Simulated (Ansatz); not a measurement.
Elastic constant C66 (GPa) of solids drawn from the class of oxides, at two levels: PBE (Ansatz, an electronic-structure program, PAW), and LDA (plane waves, PAW; Ansatz).

```csv
solid,PBE,LDA
anatase TiO2 (metastable phase),59.5,61.7
rutile TiO2,211,245
stishovite (SiO2),285,326
rutile SnO2,177,204
A-type hexagonal La2O3,39.3,45.9
corundum (α-Al2O3),150,?
```

Task: Estimate the withheld LDA value from the other rows.

Result: One way: carry over the typical ratio. The ratios LDA / PBE of the other rows, in order: 1.037, 1.144, 1.153, 1.161, 1.168; median 1.153. Corundum (α-Al2O3): 150 × 1.153 = 173 GPa; the run gives 165 GPa. The ratios spread from 1.037 to 1.168, so such an estimate is rough.

Over all 6 rows LDA is the larger in 6.

Ansatz's runs of these crystals have no spin polarisation.

Spin–orbit coupling is left out, also for the solids with elements from indium on (rutile SnO2, A-type hexagonal La2O3); its size isn't shown.

Each level is taken at its own relaxed cell. Ansatz's density-functional and Hartree–Fock values are scalar-relativistic unless marked +SOC, with PAW data made under PBE.
